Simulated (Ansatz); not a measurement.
LiSiH₂S (SMILES [Li][SiH]=[SH+]) (charge +1), closed shell: a trajectory.

in.yaml

```yaml
crystal:
  periodic: [false, false, false]
  atoms:
    - {symbol: Li, position_ang: [-2.421620, 0.448930, 1.268380]}
    - {symbol: Si, position_ang: [-0.502190, -0.195720, -0.379250]}
    - {symbol: S, position_ang: [1.610450, -0.003340, -0.187870]}
    - {symbol: H, position_ang: [-0.398400, -0.794980, -1.723270]}
    - {symbol: H, position_ang: [1.711750, 0.545110, 1.022010]}
basis:
  gaussian: {orbitals: def2-SVP}
total_charge: 1
hamiltonian: {xc: r2scan, dispersion: d4}
md: {n_steps: 60, timestep: 0.5, temperature: 100, ensemble: nvt_nose_hoover, seed: 689, initial_velocities: maxwell_boltzmann}
```

Launched with

```bash
ansatz run in.yaml --threads 2 --pin off --events-out ev --progress --plain --max-ram 3481MiB
```

The run's output (Ansatz 0.2.0):

```
Functional definition: r2SCAN
  name "r2SCAN"
  cite "Furness, Kaplan, Ning, Perdew & Sun, J. Phys. Chem. Lett. 11, 8208 (2020) doi:10.1021/acs.jpclett.0c02405"
  cite "Furness, Kaplan, Ning, Perdew & Sun, J. Phys. Chem. Lett. 11, 9248 (2020) doi:10.1021/acs.jpclett.0c03077"
  parent r2scan
  parameter k0 = 0.174
  parameter k1 = 0.065
  parameter a1 = 4.9479
  exchange = r2scan_x(k0 = k0, k1 = k1, a1 = a1)
  correlation = r2scan_c
653 factors; their error is unknown
mean field evaluation 1: about -18933.1704 eV, gradient 3.1e1 eV
mean field evaluation 2: about -18917.5809 eV, gradient 6.7e1 eV
mean field evaluation 4: about -18936.5133 eV, gradient 4.0e0 eV
mean field evaluation 8: about -18936.5045 eV, gradient 9.4e-2 eV
mean field -18936.50456765 eV, -695.9037072373 hartree, gradient 1.3e-5 eV, S^2 0.000000; 0 other end points of the search recorded, 0 dependent functions left out
the calculation of the forces begins
reference -18936.50458123 eV, -695.9037077365 hartree; 17, 17 occupied and 38, 38 virtual orbitals, 653 factors
md step     0: t =     0.00 fs  T =   100.0 K  F+E_penalty+E_count = -18936.52309536 eV  E_kin = 0.038778 eV  conserved = -18936.48431736 eV  (26 SCF iters)
md step     1: t =     0.50 fs  T =   101.2 K  F+E_penalty+E_count = -18936.52357159 eV  E_kin = 0.039238 eV  conserved = -18936.48433357 eV  (29 SCF iters)
md step     2: t =     1.00 fs  T =   104.6 K  F+E_penalty+E_count = -18936.52490313 eV  E_kin = 0.040544 eV  conserved = -18936.48435957 eV  (29 SCF iters)
md step     3: t =     1.50 fs  T =   109.1 K  F+E_penalty+E_count = -18936.52667933 eV  E_kin = 0.042292 eV  conserved = -18936.48438674 eV  (29 SCF iters, 3 dispersion substeps)
md step     4: t =     2.00 fs  T =   113.6 K  F+E_penalty+E_count = -18936.52846181 eV  E_kin = 0.044053 eV  conserved = -18936.48440879 eV  (30 SCF iters, 3 dispersion substeps)
md step     5: t =     2.50 fs  T =   117.3 K  F+E_penalty+E_count = -18936.52989200 eV  E_kin = 0.045469 eV  conserved = -18936.48442148 eV  (28 SCF iters, 3 dispersion substeps)
md step     6: t =     3.00 fs  T =   119.5 K  F+E_penalty+E_count = -18936.53075692 eV  E_kin = 0.046331 eV  conserved = -18936.48442389 eV  (29 SCF iters, 3 dispersion substeps)
md step     7: t =     3.50 fs  T =   120.1 K  F+E_penalty+E_count = -18936.53100621 eV  E_kin = 0.046585 eV  conserved = -18936.48441744 eV  (28 SCF iters, 3 dispersion substeps)
md step     8: t =     4.00 fs  T =   119.5 K  F+E_penalty+E_count = -18936.53073193 eV  E_kin = 0.046321 eV  conserved = -18936.48440488 eV  (29 SCF iters, 3 dispersion substeps)
md step     9: t =     4.50 fs  T =   117.9 K  F+E_penalty+E_count = -18936.53012543 eV  E_kin = 0.045728 eV  conserved = -18936.48438957 eV  (29 SCF iters, 3 dispersion substeps)
md step    10: t =     5.00 fs  T =   116.1 K  F+E_penalty+E_count = -18936.52942298 eV  E_kin = 0.045037 eV  conserved = -18936.48437504 eV  (29 SCF iters, 3 dispersion substeps)
md step    11: t =     5.50 fs  T =   114.7 K  F+E_penalty+E_count = -18936.52884887 eV  E_kin = 0.044470 eV  conserved = -18936.48436452 eV  (28 SCF iters, 3 dispersion substeps)
md step    12: t =     6.00 fs  T =   113.9 K  F+E_penalty+E_count = -18936.52856422 eV  E_kin = 0.044186 eV  conserved = -18936.48436081 eV  (29 SCF iters, 3 dispersion substeps)
md step    13: t =     6.50 fs  T =   114.1 K  F+E_penalty+E_count = -18936.52862812 eV  E_kin = 0.044243 eV  conserved = -18936.48436412 eV  (29 SCF iters, 3 dispersion substeps)
md step    14: t =     7.00 fs  T =   115.0 K  F+E_penalty+E_count = -18936.52898556 eV  E_kin = 0.044586 eV  conserved = -18936.48437400 eV  (29 SCF iters, 3 dispersion substeps)
md step    15: t =     7.50 fs  T =   116.2 K  F+E_penalty+E_count = -18936.52948094 eV  E_kin = 0.045064 eV  conserved = -18936.48438762 eV  (28 SCF iters, 3 dispersion substeps)
md step    16: t =     8.00 fs  T =   117.3 K  F+E_penalty+E_count = -18936.52990511 eV  E_kin = 0.045470 eV  conserved = -18936.48440040 eV  (29 SCF iters, 3 dispersion substeps)
md step    17: t =     8.50 fs  T =   117.6 K  F+E_penalty+E_count = -18936.53006776 eV  E_kin = 0.045621 eV  conserved = -18936.48440703 eV  (29 SCF iters, 3 dispersion substeps)
md step    18: t =     9.00 fs  T =   117.2 K  F+E_penalty+E_count = -18936.52987932 eV  E_kin = 0.045431 eV  conserved = -18936.48440315 eV  (27 SCF iters, 3 dispersion substeps)
md step    19: t =     9.50 fs  T =   116.0 K  F+E_penalty+E_count = -18936.52941644 eV  E_kin = 0.044978 eV  conserved = -18936.48438726 eV  (29 SCF iters, 3 dispersion substeps)
md step    20: t =    10.00 fs  T =   114.8 K  F+E_penalty+E_count = -18936.52894159 eV  E_kin = 0.044522 eV  conserved = -18936.48436243 eV  (29 SCF iters, 3 dispersion substeps)
md step    21: t =    10.50 fs  T =   114.6 K  F+E_penalty+E_count = -18936.52885327 eV  E_kin = 0.044453 eV  conserved = -18936.48433581 eV  (29 SCF iters, 3 dispersion substeps)
md step    22: t =    11.00 fs  T =   116.5 K  F+E_penalty+E_count = -18936.52956864 eV  E_kin = 0.045180 eV  conserved = -18936.48431788 eV  (29 SCF iters, 3 dispersion substeps)
md step    23: t =    11.50 fs  T =   121.1 K  F+E_penalty+E_count = -18936.53136466 eV  E_kin = 0.046968 eV  conserved = -18936.48431791 eV  (29 SCF iters, 3 dispersion substeps)
md step    24: t =    12.00 fs  T =   128.4 K  F+E_penalty+E_count = -18936.53423724 eV  E_kin = 0.049810 eV  conserved = -18936.48434011 eV  (29 SCF iters, 3 dispersion substeps)
md step    25: t =    12.50 fs  T =   137.6 K  F+E_penalty+E_count = -18936.53783915 eV  E_kin = 0.053361 eV  conserved = -18936.48438108 eV  (28 SCF iters, 3 dispersion substeps)
md step    26: t =    13.00 fs  T =   147.0 K  F+E_penalty+E_count = -18936.54153403 eV  E_kin = 0.056996 eV  conserved = -18936.48442986 eV  (28 SCF iters, 3 dispersion substeps)
md step    27: t =    13.50 fs  T =   154.6 K  F+E_penalty+E_count = -18936.54456124 eV  E_kin = 0.059966 eV  conserved = -18936.48447321 eV  (28 SCF iters, 3 dispersion substeps)
md step    28: t =    14.00 fs  T =   158.9 K  F+E_penalty+E_count = -18936.54625124 eV  E_kin = 0.061616 eV  conserved = -18936.48449763 eV  (29 SCF iters, 3 dispersion substeps)
md step    29: t =    14.50 fs  T =   158.8 K  F+E_penalty+E_count = -18936.54622621 eV  E_kin = 0.061574 eV  conserved = -18936.48449626 eV  (29 SCF iters, 3 dispersion substeps)
md step    30: t =    15.00 fs  T =   154.4 K  F+E_penalty+E_count = -18936.54451151 eV  E_kin = 0.059867 eV  conserved = -18936.48446926 eV  (29 SCF iters, 3 dispersion substeps)
md step    31: t =    15.50 fs  T =   146.8 K  F+E_penalty+E_count = -18936.54153297 eV  E_kin = 0.056914 eV  conserved = -18936.48442386 eV  (28 SCF iters, 3 dispersion substeps)
md step    32: t =    16.00 fs  T =   137.8 K  F+E_penalty+E_count = -18936.53800562 eV  E_kin = 0.053419 eV  conserved = -18936.48437152 eV  (29 SCF iters, 3 dispersion substeps)
md step    33: t =    16.50 fs  T =   129.4 K  F+E_penalty+E_count = -18936.53475464 eV  E_kin = 0.050194 eV  conserved = -18936.48432485 eV  (29 SCF iters, 3 dispersion substeps)
md step    34: t =    17.00 fs  T =   123.7 K  F+E_penalty+E_count = -18936.53251925 eV  E_kin = 0.047970 eV  conserved = -18936.48429411 eV  (29 SCF iters, 3 dispersion substeps)
md step    35: t =    17.50 fs  T =   121.8 K  F+E_penalty+E_count = -18936.53178923 eV  E_kin = 0.047229 eV  conserved = -18936.48428541 eV  (29 SCF iters, 3 dispersion substeps)
md step    36: t =    18.00 fs  T =   124.1 K  F+E_penalty+E_count = -18936.53270637 eV  E_kin = 0.048111 eV  conserved = -18936.48429995 eV  (28 SCF iters, 3 dispersion substeps)
md step    37: t =    18.50 fs  T =   130.0 K  F+E_penalty+E_count = -18936.53504352 eV  E_kin = 0.050392 eV  conserved = -18936.48433422 eV  (27 SCF iters, 3 dispersion substeps)
md step    38: t =    19.00 fs  T =   138.1 K  F+E_penalty+E_count = -18936.53825678 eV  E_kin = 0.053534 eV  conserved = -18936.48438150 eV  (29 SCF iters, 3 dispersion substeps)
md step    39: t =    19.50 fs  T =   146.5 K  F+E_penalty+E_count = -18936.54159235 eV  E_kin = 0.056792 eV  conserved = -18936.48443302 eV  (29 SCF iters, 3 dispersion substeps)
md step    40: t =    20.00 fs  T =   153.1 K  F+E_penalty+E_count = -18936.54422723 eV  E_kin = 0.059352 eV  conserved = -18936.48447932 eV  (29 SCF iters, 3 dispersion substeps)
md step    41: t =    20.50 fs  T =   156.0 K  F+E_penalty+E_count = -18936.54542175 eV  E_kin = 0.060483 eV  conserved = -18936.48451143 eV  (29 SCF iters, 3 dispersion substeps)
md step    42: t =    21.00 fs  T =   153.9 K  F+E_penalty+E_count = -18936.54466436 eV  E_kin = 0.059681 eV  conserved = -18936.48452258 eV  (28 SCF iters, 3 dispersion substeps)
md step    43: t =    21.50 fs  T =   146.4 K  F+E_penalty+E_count = -18936.54178496 eV  E_kin = 0.056783 eV  conserved = -18936.48450789 eV  (29 SCF iters, 3 dispersion substeps)
md step    44: t =    22.00 fs  T =   134.2 K  F+E_penalty+E_count = -18936.53701956 eV  E_kin = 0.052024 eV  conserved = -18936.48446847 eV  (29 SCF iters, 3 dispersion substeps)
md step    45: t =    22.50 fs  T =   118.7 K  F+E_penalty+E_count = -18936.53099458 eV  E_kin = 0.046026 eV  conserved = -18936.48441082 eV  (29 SCF iters, 3 dispersion substeps)
md step    46: t =    23.00 fs  T =   102.4 K  F+E_penalty+E_count = -18936.52462251 eV  E_kin = 0.039691 eV  conserved = -18936.48434662 eV  (29 SCF iters, 3 dispersion substeps)
md step    47: t =    23.50 fs  T =    87.7 K  F+E_penalty+E_count = -18936.51891478 eV  E_kin = 0.034016 eV  conserved = -18936.48429078 eV  (29 SCF iters, 3 dispersion substeps)
md step    48: t =    24.00 fs  T =    77.0 K  F+E_penalty+E_count = -18936.51474884 eV  E_kin = 0.029863 eV  conserved = -18936.48425708 eV  (23 SCF iters, 3 dispersion substeps)
md step    49: t =    24.50 fs  T =    71.6 K  F+E_penalty+E_count = -18936.51265365 eV  E_kin = 0.027754 eV  conserved = -18936.48425378 eV  (22 SCF iters, 3 dispersion substeps)
md step    50: t =    25.00 fs  T =    71.5 K  F+E_penalty+E_count = -18936.51268177 eV  E_kin = 0.027738 eV  conserved = -18936.48428075 eV  (23 SCF iters, 3 dispersion substeps)
md step    51: t =    25.50 fs  T =    75.8 K  F+E_penalty+E_count = -18936.51441122 eV  E_kin = 0.029402 eV  conserved = -18936.48432958 eV  (28 SCF iters, 3 dispersion substeps)
md step    52: t =    26.00 fs  T =    82.5 K  F+E_penalty+E_count = -18936.51707507 eV  E_kin = 0.031991 eV  conserved = -18936.48438670 eV  (29 SCF iters, 3 dispersion substeps)
md step    53: t =    26.50 fs  T =    89.3 K  F+E_penalty+E_count = -18936.51977192 eV  E_kin = 0.034617 eV  conserved = -18936.48443773 eV  (29 SCF iters, 3 dispersion substeps)
md step    54: t =    27.00 fs  T =    94.1 K  F+E_penalty+E_count = -18936.52168946 eV  E_kin = 0.036480 eV  conserved = -18936.48447200 eV  (29 SCF iters, 3 dispersion substeps)
md step    55: t =    27.50 fs  T =    95.5 K  F+E_penalty+E_count = -18936.52227842 eV  E_kin = 0.037037 eV  conserved = -18936.48448368 eV  (28 SCF iters, 3 dispersion substeps)
md step    56: t =    28.00 fs  T =    93.1 K  F+E_penalty+E_count = -18936.52134569 eV  E_kin = 0.036095 eV  conserved = -18936.48447214 eV  (29 SCF iters, 3 dispersion substeps)
md step    57: t =    28.50 fs  T =    87.2 K  F+E_penalty+E_count = -18936.51906327 eV  E_kin = 0.033823 eV  conserved = -18936.48444218 eV  (27 SCF iters, 3 dispersion substeps)
md step    58: t =    29.00 fs  T =    79.1 K  F+E_penalty+E_count = -18936.51590439 eV  E_kin = 0.030688 eV  conserved = -18936.48440007 eV  (29 SCF iters, 3 dispersion substeps)
md step    59: t =    29.50 fs  T =    70.5 K  F+E_penalty+E_count = -18936.51253827 eV  E_kin = 0.027353 eV  conserved = -18936.48435394 eV  (29 SCF iters, 3 dispersion substeps)
md step    60: t =    30.00 fs  T =    63.3 K  F+E_penalty+E_count = -18936.50969907 eV  E_kin = 0.024541 eV  conserved = -18936.48431224 eV  (27 SCF iters, 3 dispersion substeps)
Total energy: -18936.50971178 eV, -695.9038962806 hartree
Atom 0 at    -2.318284     0.472896     1.319232 Å, force    -0.084650     0.010160     0.010785 eV/Å
Atom 1 at    -0.462953    -0.203987    -0.412066 Å, force    -0.697052    -0.043315     0.106614 eV/Å
Atom 2 at     1.566108     0.000363    -0.171573 Å, force     0.418096     0.373357     0.851096 eV/Å
Atom 3 at    -0.478092    -0.852479    -1.739788 Å, force    -0.055181    -0.146031    -0.399154 eV/Å
Atom 4 at     1.397092     0.550169     1.084396 Å, force     0.418788    -0.194172    -0.569341 eV/Å
Dipole moment:    -1.946828     0.450680     1.225083 e Å

[the SCF lines of later steps are left out]
```

The lines “mean field evaluation” count trial sets of orbitals through the whole run, from several starts and some on an approximate energy, so they need not fall steadily or lie above the final value.

The run took about 3.5 min on 2 CPU threads of an Intel Xeon (shared host).
